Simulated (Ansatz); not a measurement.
# Al2B: the cost of one run

Program: Ansatz 0.2.0, Gaussian basis. Level of theory: def2-TZVPP, core rule «outside noble gas», up to 11 orbitals frozen. These are calculated values, not measurements.

The runs, in order: UHF; ROHF; CCSD(T) on UHF.

2 further runs of the same task are left out: 2 set aside as unsound or not needed.

## (1) The geometry

The geometry is a PBE0/def2-TZVP stationary point (not a proven minimum) of the parent state, kept for this charge and spin.

3 atoms, charge 1, spin multiplicity 3.

Atoms are counted from 1 here; the program's logs count them from 0.

Bond lengths: Al1–B2 2.081 Å, B2–Al3 2.081 Å. Angles: Al1–B2–Al3 180.0°.

As a file:

```xyz
3
charge 1, multiplicity 3
Al    0.0000    0.0000    2.0809
B     0.0000    0.0000    0.0000
Al    0.0000    0.0000   -2.0809
```

## (2) UHF

Input file in.yaml:

```yaml
crystal:
  periodic: [false, false, false]
  atoms:
    - {symbol: Al, position_ang: [0.000000, 0.000000, 2.080901]}
    - {symbol: B, position_ang: [0.000000, 0.000000, 0.000000]}
    - {symbol: Al, position_ang: [0.000000, 0.000000, -2.080901]}
basis:
  gaussian: {orbitals: def2-TZVPP}
total_charge: 1
magnetization: {spin_polarized: true, initial_magnetization: 2}
hamiltonian: {xc: hf}
output: {orbitals: {seedname: orbitals}}
```

The run is started by

```bash
$ ansatz run in.yaml --threads 1 --pin off --events-out ev --progress --plain --max-ram 4096MiB --backend cpu
```

**Question.** How long does this run take on 1 thread of AMD EPYC 7R13, shared host, and how much memory does it need?

About 18 s, with a peak of 0.29 GiB.
